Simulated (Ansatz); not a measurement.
The input, for Ansatz 0.2.0:

```yaml
crystal:
  periodic: [false, false, false]
  atoms:
    - {symbol: In, position_ang: [-0.000399, -0.000233, -0.027044]}
    - {symbol: H, position_ang: [-0.001233, 1.126917, 1.561621]}
    - {symbol: H, position_ang: [0.046731, -1.100359, 1.519008]}
basis:
  gaussian: {orbitals: def2-TZVPP}
total_charge: 1
magnetization: {spin_polarized: false, initial_magnetization: 2}
correlation: {method: fic_mrcisd_q, electrons: outside_noble_gas, active_space: {window: {electrons: 4, orbitals: 6}, shells: [{species: H, l: s, shell: 1}, {species: In, l: s, shell: 5}, {species: In, l: p, shell: 5}]}}
```

```sh
$ ansatz run in.yaml --threads 1 --pin off --events-out ev --progress --plain --max-ram 2393MiB
```

Log:

```
1196 factors; integrals over basis functions are off by at most 1.9e-7 eV
mean field evaluation 1: about -5169.7715 eV, gradient 9.4e0 eV
mean field evaluation 2: about -5169.7744 eV, gradient 9.4e0 eV
mean field evaluation 4: about -5170.1818 eV, gradient 6.8e-1 eV
mean field evaluation 8: about -5170.1906 eV, gradient 2.0e-1 eV
mean field evaluation 16: about -5168.3335 eV, gradient 9.5e0 eV
mean field -5170.19399346 eV, -190.0011247765 hartree, gradient 3.7e-6 eV, S^2 2.000000; 2 other end points of the search recorded, 0 dependent functions left out
reference -5170.19399346 eV, -190.0011247765 hartree; 12, 10 occupied and 66, 68 virtual orbitals, 1196 factors
state -5171.35617047 eV, -190.0438339937 hartree
contracted CI cycle   1: correlation 0.00000000 eV, 0.0000000000 hartree, residual 5.98e0 eV
contracted CI cycle   2: correlation -0.58404232 eV, -0.0214631595 hartree, residual 1.45e0 eV
contracted CI cycle   3: correlation -0.61212186 eV, -0.0224950635 hartree, residual 3.06e-1 eV
contracted CI cycle   4: correlation -0.61349801 eV, -0.0225456362 hartree, residual 7.97e-2 eV
contracted CI cycle   5: correlation -0.61357653 eV, -0.0225485215 hartree, residual 1.76e-2 eV
contracted CI cycle   6: correlation -0.61358062 eV, -0.0225486719 hartree, residual 4.25e-3 eV
contracted CI cycle   7: correlation -0.61358084 eV, -0.0225486799 hartree, residual 9.11e-4 eV
state -5171.35617047 eV, -190.0438339937 hartree; corrected -5171.97960380 eV, -190.0667447459 hartree
Total energy: -5171.97960380 eV, -190.0667447459 hartree
Checks for a lower state left out: starts, orbital_swaps
```

For the same geometry and basis full CI lies 0.3 meV higher.

Ran on 1 thread of Arm Neoverse V2, shared host: 3.9 s wall, 0.25 GiB peak host memory.
